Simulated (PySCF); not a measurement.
Level of theory: B3LYP-D3(BJ)/def2-TZVP // PBE0-D4/def2-TZVP (PySCF). All species are isolated molecules in the gas phase. B3LYP has the VWN-RPA correlation part, as in Gaussian. 

Reference species (SMILES): `[CH2]C` (neutral, multiplicity 2).

```yaml
highest_occupied_spin_orbital: -5.61 eV
```

Changed species: `[CH2]F` (radical fragment; the reference has radical fragment).

What does the change do to the highest occupied spin orbital?

the highest occupied spin orbital falls by 0.48 eV, to -6.09 eV.
